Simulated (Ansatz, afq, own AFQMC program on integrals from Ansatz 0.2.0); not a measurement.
## Where AFQMC and coupled cluster stand for H2Cl, doublet

```csv
atom,x (Å),y (Å),z (Å)
H,0.0000,0.0000,-1.1573
H,0.0000,0.0000,-0.0963
Cl,0.0000,0.0000,1.2537
```

Basis cc-pVTZ. Noble-gas cores (and the filled d shells of Ga–Kr and In–Xe) are frozen. Integrals, coupled cluster, full CI and functionals: Ansatz 0.2.0; the random walks run on the same integrals in our own AFQMC program. ph-AFQMC/CISD is guided by a CISD state made of CCSD amplitudes; releasing the constraint for a short imaginary time cuts its bias at the price of noise, slowly where states lie close. ± is one standard error of the sampling.

Determinant: UHF, the one that the program's search chose, which needn't be the lowest solution. The geometry is a point of a scan.

No full CI on the walks' own integrals is used here; CCSDT(Q) serves as the reference and is uncertain by about the last step of the cluster series.

Cautions: the released energies are still falling, so no released level is given (meV from the phaseless value at times in 1/Eh: 1.3 ± 2.4 at 0.24, 2.4 ± 2.2 at 0.51, 2.0 ± 2.1 at 0.99, -1.4 ± 2.3 at 1.62, -5 ± 3 at 2.40), though the last usable value meets CCSDT(Q) within the noise.

```
T1 diagnostic                               : 0.0123
weight of the determinant in the CISD state : 0.910
⟨S²⟩ of the determinant                     : 0.772
size of the correlated space                : 9 electrons in 57 orbitals
```

```tsv
level	correlation energy (eV)
MP2	-5.7312
CCSD	-6.3547
CCSD(T)	-6.5846
```

(1) Estimate where phaseless AFQMC with a CISD trial lies against CCSD(T) on the same integrals.

(1) 0.63 ± 0.06 kcal/mol below CCSD(T).

Reference: CCSDT(Q), correlation energy -6.611 eV.

| level | E − E(reference) (kcal/mol) | share of correlation (%) |
| --- | --- | --- |
| CCSD(T) | 0.61 | 99.60 |
| CCSDT | 0.22 | 99.86 |
| ph-AFQMC/CISD | -0.02 ± 0.06 | 100.01 |

A walk keeps the symmetry of its determinant, which the program's search chose and which needn't be the lowest solution, so a lower state of the same spin and another symmetry isn't excluded.
